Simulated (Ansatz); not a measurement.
# H12O6Yb ([Yb(H2O)6]3+): the cost of one run

The runs use Ansatz 0.2.0, Gaussian basis; the settings change from run to run.

**1. The geometry**

The structure was relaxed beforehand with PBE-D4/def2-SVP. Yb takes a core potential in def2 sets; no spin-orbit term is included.

19 atoms, charge 3, spin multiplicity 2.

Atoms are counted from 1 here; the program's logs count them from 0.

Bond lengths: Yb1–O2 2.300 Å, Yb1–O5 2.299 Å, Yb1–O8 2.299 Å, Yb1–O11 2.299 Å, Yb1–O14 2.299 Å, Yb1–O17 2.300 Å, O2–H3 0.987 Å, O2–H4 0.987 Å, O5–H6 0.987 Å, O5–H7 0.987 Å, O8–H9 0.987 Å, O8–H10 0.987 Å, O11–H12 0.987 Å, O11–H13 0.987 Å, O14–H15 0.987 Å, O14–H16 0.987 Å, O17–H18 0.987 Å, O17–H19 0.987 Å. Angles: O2–Yb1–O5 179.8°, O2–Yb1–O8 90.4°, O2–Yb1–O11 89.4°, O2–Yb1–O14 90.6°, O2–Yb1–O17 89.3°, O5–Yb1–O8 89.4°, O5–Yb1–O11 90.8°, O5–Yb1–O14 89.4°, O5–Yb1–O17 90.6°, O8–Yb1–O11 179.9°, O8–Yb1–O14 89.4°, O8–Yb1–O17 90.6°, O11–Yb1–O14 90.7°, O11–Yb1–O17 89.3°, O14–Yb1–O17 180.0°, Yb1–O2–H3 128.5°, Yb1–O2–H4 127.3°, H3–O2–H4 104.1° and more.

**2. PBE-QIDH/def2-mTZVPP**

Set apart from the defaults: finite nuclei.

The input, in.yaml:

```yaml
crystal:
  periodic: [false, false, false]
  atoms:
    - {symbol: Yb, position_ang: [-0.001512, 0.000796, -0.001480]}
    - {symbol: O, position_ang: [0.142662, 0.185166, 2.286359]}
    - {symbol: H, position_ang: [0.149105, 1.004378, 2.836929]}
    - {symbol: H, position_ang: [0.289621, -0.542542, 2.937174]}
    - {symbol: O, position_ang: [-0.137660, -0.184552, -2.289051]}
    - {symbol: H, position_ang: [-0.281202, 0.542762, -2.941332]}
    - {symbol: H, position_ang: [-0.141661, -1.003915, -2.839340]}
    - {symbol: O, position_ang: [2.283100, 0.191374, -0.178667]}
    - {symbol: H, position_ang: [2.950118, 0.276681, 0.543952]}
    - {symbol: H, position_ang: [2.826658, 0.128905, -1.000512]}
    - {symbol: O, position_ang: [-2.285601, -0.191910, 0.181314]}
    - {symbol: H, position_ang: [-2.827209, -0.131861, 1.004833]}
    - {symbol: H, position_ang: [-2.954328, -0.278823, -0.539459]}
    - {symbol: O, position_ang: [-0.183084, 2.284302, -0.199404]}
    - {symbol: H, position_ang: [-0.997834, 2.840516, -0.165758]}
    - {symbol: H, position_ang: [0.552446, 2.939924, -0.262493]}
    - {symbol: O, position_ang: [0.179194, -2.283075, 0.198239]}
    - {symbol: H, position_ang: [-0.556499, -2.938423, 0.263699]}
    - {symbol: H, position_ang: [0.993696, -2.839682, 0.164987]}
basis:
  gaussian: {orbitals: def2-mTZVPP, nuclear_model: gaussian}
total_charge: 3
magnetization: {spin_polarized: true, initial_magnetization: 1}
hamiltonian: {xc: {name: PBE-QIDH}}
scf: {omitted_lower_state_checks: [starts]}
output: {forces: true}
```

Started as:

```sh
$ ansatz run in.yaml --threads 4 --pin off --events-out ev --progress --plain --max-ram 6963MiB
```

What time and memory should one allow on 4 threads of Intel Xeon at 2.50GHz, shared host?

About 6.9 min, with a peak of 2.1 GiB.
